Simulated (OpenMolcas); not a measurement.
A ladder of methods for C2H6Si (SMILES CC[SiH])

C2H6Si: 9 atoms, total charge 0, spin state singlet. SMILES: `CC[SiH]`. The shape is that of a PBE0-D4/def2-TZVP optimisation. This is one conformer, not always the lowest.

```xyz
9

C    -0.5936    0.4956   -0.5627
C     0.4234   -0.5638   -0.1589
Si    1.4751   -0.3587    1.3987
H    -1.2089    0.1731   -1.4077
H    -0.0980    1.4230   -0.8605
H    -1.2584    0.7363    0.2695
H     1.0510   -0.8648   -1.0043
H    -0.1030   -1.4977    0.1334
H     0.4011    0.4106    2.1753
```

Each level gives the vertical energy of the triplet above the singlet (eV). The values are calculated.

```tsv
level	kind	program	value (eV)	less CCSD(T)/cc-pVDZ	CPU time (all runs)
HF/cc-pVDZ	Hartree–Fock	OpenMolcas	0.74	-0.57	11 s
SVWN5/cc-pVDZ	LDA	OpenMolcas	1.30	-0.01	48 s
BLYP/cc-pVDZ	GGA	OpenMolcas	1.36	+0.05	79 s
PBE/cc-pVDZ	GGA	OpenMolcas	1.17	-0.14	77 s
M06-L/cc-pVDZ	meta-GGA	OpenMolcas	1.30	-0.01	1.9 min
B3LYP/cc-pVDZ	global hybrid	OpenMolcas	1.36	+0.05	77 s
M06-2X/cc-pVDZ	hybrid meta-GGA	OpenMolcas	1.33	+0.02	1.8 min
CCSD(T)/cc-pVDZ, open shells restricted	coupled cluster or CI	OpenMolcas	1.31	0.00	42 s
```

Differences are taken from CCSD(T)/cc-pVDZ, open shells restricted for orientation; it has basis-set and higher-order errors of its own. The values span 0.74 to 1.36 eV. Times are those of the runs behind each value, whatever else they computed, on shared processors of several kinds: orders of magnitude only.
